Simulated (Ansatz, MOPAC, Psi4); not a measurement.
Reaction (SMILES): C=CC#N -> C=[C]C#N + H atom (the C-H bond breaks)

Property: bond dissociation energy (enthalpy at 298 K), in kcal/mol. Set-up: no spin-orbit coupling; non-relativistic; 6-31G* and kin with 6d, 5d where marked; LANL2DZ all-electron up to Ne; dispersion terms only where a functional's name holds one; valence correlation only; PM7 with its own dispersion and hydrogen-bond terms; open shells spin-unrestricted; 6-311+G** with 5d. Ab initio and DFT rows: single points at B3LYP-D3(BJ) geometries (Ansatz, an electronic-structure program), with unscaled harmonic terms from B3LYP/6-31G* at its own minima. Semi-empirical rows: MOPAC heats of formation at their own minima for 298 K.

```json
[
 {"level": "PM3", "program": "MOPAC", "bond dissociation energy (enthalpy at 298 K) (kcal/mol)": "92.1"},
 {"level": "PM7", "program": "MOPAC", "bond dissociation energy (enthalpy at 298 K) (kcal/mol)": "91.9"},
 {"level": "PBE/LANL2DZ", "program": "Ansatz", "bond dissociation energy (enthalpy at 298 K) (kcal/mol)": "99.2"},
 {"level": "PBE/6-31G*", "program": "Ansatz", "bond dissociation energy (enthalpy at 298 K) (kcal/mol)": "96.9"},
 {"level": "B3LYP/LANL2DZ", "program": "Ansatz", "bond dissociation energy (enthalpy at 298 K) (kcal/mol)": "102.1"},
 {"level": "B3LYP/6-31G*", "program": "Ansatz", "bond dissociation energy (enthalpy at 298 K) (kcal/mol)": "100.5"},
 {"level": "B3LYP/6-31G**", "program": "Ansatz", "bond dissociation energy (enthalpy at 298 K) (kcal/mol)": "101.5"},
 {"level": "B3LYP/def2-SVP", "program": "Ansatz", "bond dissociation energy (enthalpy at 298 K) (kcal/mol)": "99.5"},
 {"level": "B3LYP/cc-pVDZ", "program": "Ansatz", "bond dissociation energy (enthalpy at 298 K) (kcal/mol)": "99.6"},
 {"level": "wB97X-D/6-311+G**", "program": "Psi4", "bond dissociation energy (enthalpy at 298 K) (kcal/mol)": "103.2"},
 {"level": "r2SCAN-D4/def2-TZVPD", "program": "Ansatz + dftd4", "bond dissociation energy (enthalpy at 298 K) (kcal/mol)": "96.6"},
 {"level": "wB97M-V/def2-TZVPD", "program": "Ansatz", "bond dissociation energy (enthalpy at 298 K) (kcal/mol)": "105.5"},
 {"level": "B2PLYP-D3(BJ)/def2-TZVPD", "program": "Ansatz + dftd3", "bond dissociation energy (enthalpy at 298 K) (kcal/mol)": "104.3"}
]
```

No value to compare with is used here. The 10 habitual levels span 91.9 (PM7) to 103.2 kcal/mol (wB97X-D/6-311+G**); r2SCAN-D4/def2-TZVPD gives 96.6.

The levels are drawn from those run, B3LYP/6-31G* more often than the rest, none by its result; runs whose electronic state is in doubt are left out.
